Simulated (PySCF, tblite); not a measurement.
# A complex of Li+ and 3 × hydrogen fluoride

A gas-phase complex of Li+ and 3 × hydrogen fluoride; charge +1, singlet. The structure comes from a short search (6 tight-binding starts) and was optimised by PBE0-D3(BJ)/def2-TZVPD; another way of binding may lie lower.

This structure isn't a minimum: the optimisation stopped short of the minimum along a soft mode, which is imaginary here (150i cm⁻¹ by PBE0-D3(BJ)/def2-SVPD), and forces of up to 0.049 eV/Å are left. All values below rest on it.

| part | name | SMILES | atoms | charge | multiplicity |
| --- | --- | --- | --- | --- | --- |
| 1 | Li+ | [Li+] | 1 | +1 | 1 |
| 2 | hydrogen fluoride | F | 2–3 | 0 | 1 |
| 3 | hydrogen fluoride | F | 4–5 | 0 | 1 |
| 4 | hydrogen fluoride | F | 6–7 | 0 | 1 |

| atom | part | x (Å) | y (Å) | z (Å) |
| --- | --- | --- | --- | --- |
| Li1 | 1 | 0.280 | -0.654 | -0.932 |
| F2 | 2 | 1.470 | -1.255 | 0.359 |
| H3 | 2 | 2.041 | -1.578 | 1.016 |
| F4 | 3 | -1.506 | -1.133 | -0.796 |
| H5 | 3 | -2.371 | -1.434 | -0.648 |
| F6 | 4 | 0.861 | 0.418 | -2.326 |
| H7 | 4 | 1.198 | 0.936 | -3.019 |

Contacts between parts, classed by geometry: Li1···F6 1.852 Å (ion contact); Li1···F4 1.855 Å (ion contact); Li1···F2 1.855 Å (ion contact).

Interaction energies are complex less parts, with the parts frozen as they stand in it; counterpoise-corrected, in kcal/mol (PySCF).

Q: How strongly do the parts interact, level by level?

A: 
```
                  level  interaction  superposition error removed
wB97M-D3(BJ)/def2-TZVPD       -59.30                        -0.17
 PBE0-D3(BJ)/def2-TZVPD       -60.06                        -0.14
```

Q: What holds them together? Decompose the wB97M-D3(BJ)/def2-TZVPD energy: frozen parts, their antisymmetrised product, then relaxation.

A: electrostatic -49.3, Pauli repulsion +14.4, orbital relaxation -23.3, dispersion correction -1.3 kcal/mol, which sum to the value before the counterpoise correction; the Pauli term holds the exchange-correlation of the frozen density too. Of the attraction, 67 % is electrostatic, 32 % is orbital relaxation, 2 % is dispersion correction.

Q: Are the pair energies additive?

A: The pairs sum to -65.40 kcal/mol (1–2 -22.6, 1–3 -22.6, 1–4 -22.6, 2–3 0.8, 2–4 0.8, 3–4 0.8); the rest of +6.10 is a many-body weakening.

The parts were also relaxed and run alone, at the levels used for the complex: shieldings by PBE0/pcSseg-2; core levels by delta-SCF with SCAN, pcX-2 on the ionised atom and pcseg-1 elsewhere, spin-free X2C.

Q: What does binding change?

A: 
```tsv
property	alone	in the complex	change
shielding of Li1 (ppm)	95.2	93.6	-1.6
shielding of F6 (ppm)	410.5	415.4	+4.8
shielding of F4 (ppm)	410.5	415.3	+4.7
F4 1s core level (eV)	694.11	700.11	+6.00
F6 1s core level (eV)	694.11	700.11	+6.00
```
